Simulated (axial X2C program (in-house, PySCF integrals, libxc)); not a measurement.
## Photoelectron levels of BF by EOM-IP-CCSD

Computed with an in-house all-electron X2C program for linear molecules (integrals from PySCF): two-component X2C with atomic mean-field Coulomb and Gaunt terms, Gaussian nuclei, basis F dyall-av3z, B dyall-v3z with contracted cores.

R = 1.378 Å (1.090 times 1.264 Å, the PBE0 minimum at charge 0 for the lowest determinant).

Vertical ionisation energies of BF to the states of BF⁺:

```
Ω of BF⁺  vertical IE (eV)  above lowest (cm⁻¹)                ionised spinor  one-hole weight
     1/2            11.636                    0  51% B sσ, 28% B pσ, 11% F pσ             0.95
     3/2            17.214                44992                      88% F pπ             0.88
     1/2            17.247                45262                      88% F pπ             0.88
     1/2            20.098                68251             81% F pσ, 9% B sσ             0.90
```

**Question.** Take the first Ω = 1/2 and Ω = 3/2 rows of π character: how far apart are they, and which lies lower?

**Answer.** E(3/2) − E(1/2) = 44992 − 45262 = -270 cm⁻¹ at EOM-IP-CCSD: inverted, Ω = 3/2 lower. Splittings at this level can be off by ten to twenty per cent.

This point took 7 s on 1 thread of Intel(R) Xeon(R) Processor @ 2.30GHz (shared host).

Reference electrons by ω block (each with its −ω partner): 1/2: 6, 3/2: 1. 10 electrons of BF correlated (inner shells frozen), 94 natural virtual spinors (a truncated set); levels can be off by some tenths of an eV. Roots sought by Ω: (1/2: 4, 3/2: 3, 5/2: 1); the list ends where they run out and leaves out roots under 60 % one-particle weight. The solver can skip a root, and states that need a further excitation, which the method places far too high, are missing though they may lie low or lowest. T1 of the reference 0.017 (Lee–Taylor). Number of frozen shells: F 1 s; B 1 s.
